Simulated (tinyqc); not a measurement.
Worked calculation: geometry optimisation on the UHF/sto-3g surface (energies and gradients from PySCF), for H2O, spin multiplicity 3. The optimisation ends on separated fragments, where the gradient is small because the surface is flat. Computed by tinyqc, a small Python program that keeps every step (integrals from PySCF). Settings: charge = 0, multiplicity = 3, basis = sto-3g, optimiser = bfgs, first Hessian = 0.15, largest step = 0.5, iteration cap = 30. Command: `OMP_NUM_THREADS=1 python tinyqc.py 26590 26591 out.jsonl` (the two numbers bound the seeds that draw the settings). One thread of a shared host (Intel(R) Xeon(R) Processor @ 2.60GHz), about 1 s of CPU time with the checks.

## Step 1: energy and gradient

positions at the start (bohr):
```
            x          y          z
1O  -0.007559  -0.064251  -0.066140
2H   0.068030   1.396508   1.156512
3H   0.064251  -1.337926   1.196197
```

Self-consistent energy and analytic gradient at these positions.

energy = -74.60490834 hartree

gradient (hartree/bohr):
```
              x            y            z
1O   0.02024439   0.22580172   0.33371942
2H  -0.01582908  -0.33974208  -0.25475319
3H  -0.00441532   0.11394037  -0.07896623
```

## Step 1: move

Quasi-Newton step p = -H^(-1) g (first H = 0.15 times the unit matrix); steps longer than 0.5 bohr are cut back (factor 0.125 here).

positions after step 1 (bohr):
```
            x          y          z
1O  -0.024369  -0.251749  -0.343250
2H   0.081174   1.678618   1.368051
3H   0.067917  -1.432538   1.261768
```

## Step 2: energy and gradient

As before.

energy = -74.77423278 hartree

gradient (hartree/bohr):
```
              x            y            z
1O   0.00208492   0.11050368   0.03106377
2H  -0.00447015  -0.09410221  -0.07201237
3H   0.00238523  -0.01640147   0.04094859
```

## Step 2: move

inverse Hessian in use (bohr^2/hartree), lower triangle:
```
           1          2          3          4          5          6          7         8
1   6.658411
2  -0.050318   6.571265
3  -0.137675  -0.847121   4.371076
4   0.005096   0.024181   0.085238   6.663745
5   0.110252   0.528828   1.844009  -0.063392   5.291286
6   0.081978   0.388794   1.371271  -0.046991  -1.019667   5.910814
7   0.003160   0.026138   0.052437  -0.002174  -0.046861  -0.034987   6.665681
8  -0.059934  -0.433427  -0.996888   0.039211   0.846553   0.630874   0.020723  6.253541
9   0.055698   0.458328   0.924319  -0.038247  -0.824342  -0.615419  -0.017450  0.366014

          9
9  6.357766
```

Quasi-Newton step p = -H^(-1) g (the inverse Hessian comes from BFGS updates; coordinates in the order x, y, z of each atom); steps longer than 0.5 bohr are cut back (factor 0.513 here).

positions after step 2 (bohr):
```
            x          y          z
1O  -0.019759  -0.584137  -0.252715
2H   0.090062   1.861290   1.511407
3H   0.054419  -1.282822   1.027877
```

## Convergence

Stop when the largest gradient component is below 3e-5 hartree/bohr. The inverse Hessian follows the BFGS update with s = step, y = change of gradient.

Course of the optimisation:
```
step   E (hartree)  largest gradient (hartree/bohr)
1     -74.60490834                         3.40e-01
2     -74.77423278                         1.11e-01
3     -74.70944787                         5.14e-01
4     -74.80883434                         3.95e-02
5     -74.81458668                         3.00e-02
6     -74.82457397                         1.31e-02
7     -74.82802472                         6.93e-03
8     -74.82991155                         3.33e-03
9     -74.83073771                         1.65e-03
10    -74.83112511                         8.15e-04
11    -74.83130635                         4.42e-04
12    -74.83139222                         1.99e-04
13    -74.83143268                         9.84e-05
14    -74.83145172                         1.01e-04
15    -74.83146057                         9.85e-05
16    -74.83146461                         7.91e-05
17    -74.83146643                         6.31e-05
18    -74.83146722                         4.97e-05
19    -74.83146755                         3.75e-05
20    -74.83146767                         2.59e-05
```

Final distances (angstrom):
```
pair   distance
2H-1O  3.871463
3H-1O  1.013931
3H-2H  3.843988
```

Converged in 20 steps.
